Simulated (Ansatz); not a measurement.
A nudged elastic band was laid between two geometries of C2H4OS (8 atoms, charge 0, multiplicity 1).

These are results of RKS PBE/def2-SVP in Ansatz 0.2.0, not measurements.

```
movable images  : 5
climbing image  : yes
spring          : 5.0 eV/Å²
optimiser       : quadratic models (default)
start path      : through a guess of the saddle point
force threshold : 0.05 eV/Å
iteration limit : 60
end points      : relaxed
```

Image 0:

```xyz
8
Properties=species:S:1:pos:R:3
C 0.059 1.082 0.025
O 0.419 -0.176 0.601
C -0.006 -1.302 0.010
S 0.299 -2.799 0.574
H 0.980 1.684 -0.101
H -0.437 0.951 -0.960
H -0.629 1.613 0.715
H -0.593 -1.110 -0.921
```

Image 6:

```xyz
8
Properties=species:S:1:pos:R:3
C 0.113 1.366 0.121
O 0.288 -0.014 0.487
C -0.205 -0.895 -0.368
S 0.131 -2.497 0.309
H 1.116 1.835 0.069
H -0.405 1.428 -0.857
H -0.482 1.860 0.914
H -0.463 -3.141 -0.732
```

Q: Which bonds break or form, and what moves?

A: Bonds broken: C3–H8. Bonds formed: S4–H8.

Q: Give the energies along the band, and the barrier.

A: It converged. The highest image is number 3 of 0 to 6, 2.77 eV above the first end and 1.09 eV above the last; the last end lies 1.68 eV above the first. Neighbouring images differ by up to 1.3 eV, so the band resolves the path poorly. A vibrational analysis at the climbing image gives one clearly imaginary mode, 1439i cm⁻¹: a first-order saddle point. The orbitals stay closed-shell, which can raise the energy where a bond breaks towards radicals; this wasn't checked here.

| image | path coordinate (Å) | energy (eV) | C3–H8 (Å) | S4–H8 (Å) |
| --- | --- | --- | --- | --- |
| 0 | 0.00 | 0.00 | 1.12 | 2.43 |
| 1 | 0.49 | 0.20 | 1.11 | 2.33 |
| 2 | 0.98 | 1.45 | 1.14 | 1.94 |
| 3 | 1.48 | 2.77 | 1.41 | 1.52 |
| 4 | 1.85 | 2.23 | 1.78 | 1.37 |
| 5 | 2.22 | 1.78 | 2.11 | 1.35 |
| 6 | 2.59 | 1.68 | 2.29 | 1.36 |

Q: What is the geometry of the highest image?

A: 
```xyz
8
Properties=species:S:1:pos:R:3:forces:R:3
C 0.114 1.253 0.062 0.00 0.00 0.00
O 0.286 -0.075 0.592 0.00 0.00 0.00
C -0.126 -1.075 -0.171 0.00 0.00 0.00
S 0.089 -2.670 0.480 0.00 0.00 0.00
H 1.113 1.728 -0.004 0.00 0.00 0.00
H -0.362 1.204 -0.936 0.00 0.00 0.00
H -0.517 1.826 0.770 0.00 0.00 0.00
H -0.506 -2.248 -0.848 0.00 0.00 0.00
```

The run took 3.6 min on 1 thread of Intel(R) Xeon(R) Platinum 8375C CPU @ 2.90GHz (Ice Lake), with other jobs on the host, peak memory 0.15 GiB.
